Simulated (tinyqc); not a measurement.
Pariser-Parr-Pople SCF with singles CI, for the molecule c1ccccc1 (SMILES; centres numbered as the heavy atoms are written), step by step. One step of it, computed by the program tinyqc.

Task: Iteration 3: Fock matrix. F_rr = H_rr + P_rr gamma_rr / 2 + sum_(s != r) P_ss gamma_rs; F_rs = H_rs - P_rs gamma_rs / 2; E = tr P (H + F) / 2 + core repulsion sum_(r<s) z_r z_s gamma_rs.

P after iteration 2, lower triangle:
```
,1C,2C,3C,4C,5C,6C
1C,1.000000
2C,0.666673,1.000000
3C,0.000000,0.666653,1.000000
4C,-0.333306,0.000000,0.666673,1.000000
5C,0.000000,-0.333347,0.000000,0.666673,1.000000
6C,0.666673,0.000000,-0.333347,0.000000,0.666653,1.000000
```

core matrix H (eV), lower triangle:
```
,1C,2C,3C,4C,5C,6C
1C,-33.115059
2C,-2.390000,-33.115640
3C,0.000000,-2.390000,-33.115640
4C,0.000000,0.000000,-2.390000,-33.115059
5C,0.000000,0.000000,0.000000,-2.390000,-33.115640
6C,-2.390000,0.000000,0.000000,0.000000,-2.390000,-33.115640
```

repulsion gamma_rs (eV), lower triangle:
```
,1C,2C,3C,4C,5C,6C
1C,11.130000
2C,5.346287,11.130000
3C,3.872515,5.345539,11.130000
4C,3.517455,3.872515,5.346287,11.130000
5C,3.872515,3.518103,3.873196,5.346287,11.130000
6C,5.346287,3.873196,3.518103,3.872515,5.345539,11.130000
```

Centres (angstrom, eV; a flat drawing with bonds scaled to 1.40 angstrom):
```
centre,x,y,core charge z,W,gamma_rr
1C,1.400000,0.000000,1,11.160000,11.130000
2C,0.700000,1.212000,1,11.160000,11.130000
3C,-0.700000,1.212000,1,11.160000,11.130000
4C,-1.400000,0.000000,1,11.160000,11.130000
5C,-0.700000,-1.212000,1,11.160000,11.130000
6C,0.700000,-1.212000,1,11.160000,11.130000
```

Give: F; pi energy.

Result:

F (eV), lower triangle:
```
,1C,2C,3C,4C,5C,6C
1C,-5.5950
2C,-4.1721,-5.5950
3C,0.0000,-4.1718,-5.5950
4C,0.5862,0.0000,-4.1721,-5.5950
5C,0.0000,0.5864,0.0000,-4.1721,-5.5950
6C,-4.1721,0.0000,0.5864,0.0000,-4.1718,-5.5950
```

pi energy = -77.0994 eV
